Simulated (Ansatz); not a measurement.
## Ansatz (development build ahead of 0.2.0) run

```yaml
crystal:
  periodic: [false, false, false]
  atoms:
    - { symbol: B, position_ang: [0.0, 0.0, 0.0] }
    - { symbol: H, position_ang: [1.20117, 0.0, 0.69349] }
    - { symbol: H, position_ang: [-1.20117, 0.0, 0.69349] }
basis:
  gaussian: { orbitals: "6-31G" }
magnetization:
  initial_magnetization: 1
hamiltonian:
  xc: hf
correlation:
  method: fci
  frozen_orbitals: { B: 1, H: 0 }
```

The input is written out in the form of the current development build from the run's settings.

Output:

```
Converged    : yes
Total energy : -25.77231 hartree
State        : lowest doublet root, of any spatial symmetry
```
